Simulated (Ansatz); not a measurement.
## Bulk modulus B0 of elemental solids other than molecular ones

Method: PBE-D3(BJ) (PAW; Ansatz, a first-principles code). References are measured values corrected to a static lattice. The table is a random draw of 8 from 28 solids with such references.

Values in GPa.

| solid | reference | PBE-D3(BJ) | error (%) |
|---|---|---|---|
| bcc Ta | 198 | 206 | +4.0 |
| fcc Ni | 192 (186–195) | 217 | +13.0 |
| bcc Fe | 174 | 212 | +22 |
| fcc Pd | 195 (187–198) | 193 | -1.0 |
| fcc Cu | 144 | 167 | +16.0 |
| diamond-structure Ge | 77.3 | 62.8 | -18.8 |
| fcc Al | 80.8 (77.1–82.0) | 86.1 | +6.6 |
| body-centred tetragonal In | 44.7¶ | 41.7 | -6.7 |

Over these 8 solids the mean error is +4.4 %, the mean absolute error 11.0 % (median 9.9 %), and the worst case bcc Fe at +22 %; the value is above the reference in 5 of 8 cases. Over all 28, from unrounded values, the mean error is +3.2 % and the mean absolute error 8.1 % (median 4.9 %).

All these references are brought to a static lattice.

Spin–orbit coupling is left out, also for the solids with elements from indium on (bcc Ta, body-centred tetragonal In); its size isn't shown.

¶ marks references of a special kind: body-centred tetragonal In, 44.7 GPa (measured, copied from a table, unchecked, extrapolated to 0 K and zero-point effects removed; as tabulated in Lejaeghere et al. (2013), arXiv:1204.2733).

In Ansatz's fits of the non-cubic solids, shape and atoms are relaxed at each volume.

Brackets give the range of the sources taken for a reference, where it is wide; it can hold other temperatures.

Differences are worked out from the printed values.

Each level is taken at its own relaxed cell. Caveats: the gap of the solid is closed in this run (diamond-structure Ge). Ansatz's density-functional and Hartree–Fock values are scalar-relativistic unless marked +SOC, with PAW data made under PBE.

Ansatz's runs of these crystals have no spin polarisation, but for fcc Ni, bcc Fe.

Density-functional runs with spin start from parallel moments for fcc Ni, parallel moments for bcc Fe.

Not in this set, of the elemental solids other than molecular ones with a reference value in our tables and a result at some level: 10 for no value at PBE-D3(BJ) (not run, a failed fit, an unstable or unbound cell, or a value held back for tests); 6 for sources at odds; 4 for a reference at room or unstated temperature; 1 for a value of another source that differs by over 15 % in a way that heat doesn't explain. These can be a level's best or worst cases. Solids without a released value at any level aren't counted. Layered and molecular crystals are counted apart. The metals Ce to Yb are counted apart.

References as tabulated in Levämäki et al. (2014), arXiv:1402.3671; Mejia-Rodriguez and Trickey (2018), arXiv:1807.09216; doi:10.1021/acs.jctc.3c00612; Tanner et al. (2021), arXiv:2110.11888 and others.
